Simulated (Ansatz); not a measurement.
```yaml
crystal:
  periodic: [false, false, false]
  atoms:
    - {symbol: Si, position_ang: [-1.220328, 0.144571, -0.002701]}
    - {symbol: S, position_ang: [1.025078, -0.162019, 0.002418]}
    - {symbol: H, position_ang: [1.393315, 1.125844, -0.001642]}
basis:
  gaussian: {orbitals: def2-TZVP}
magnetization: {spin_polarized: true, initial_magnetization: 3}
hamiltonian: {xc: pbe0}
relax: {f_tol: 0.004, max_steps: 80}
```

```sh
$ ansatz run in.yaml --threads 1 --pin off --events-out ev --progress --plain --max-ram 2176MiB
```

Steps of the relaxation (energy above the last step; positions in Å, forces in eV/Å):

```
3
step 1, 62.0 meV
Si   -1.220    0.145   -0.003    0.969   -0.071    0.002
S     1.025   -0.162    0.002   -0.922   -0.136   -0.001
H     1.393    1.126   -0.002   -0.047    0.208   -0.001
```

```
3
step 2, 20.8 meV
Si   -1.141    0.181   -0.003    0.403   -0.176    0.001
S     1.031   -0.195    0.003   -0.569    0.224   -0.002
H     1.308    1.123   -0.002    0.166   -0.047    0.000
```

```
3
step 3, 3.8 meV
Si   -1.138    0.169   -0.003    0.143   -0.079    0.001
S     1.005   -0.185    0.002   -0.213    0.165   -0.001
H     1.331    1.124   -0.002    0.070   -0.085    0.000
```

```
3
step 6, 0.0 meV
Si   -1.143    0.158   -0.003    0.000    0.000    0.000
S     0.987   -0.173    0.002    0.000    0.000    0.000
H     1.353    1.124   -0.002    0.000    0.000    0.000
```

Close pairs at the end: S2–H3 1.347 Å, Si1–S2 2.156 Å.

A stationary point of unrestricted PBE0 after 6 steps, with ⟨S²⟩ = 3.754 against 3.75 for a pure state; no frequencies were run, so it isn't proven a minimum. 16 s on 1 thread of Arm Neoverse V1, shared host.
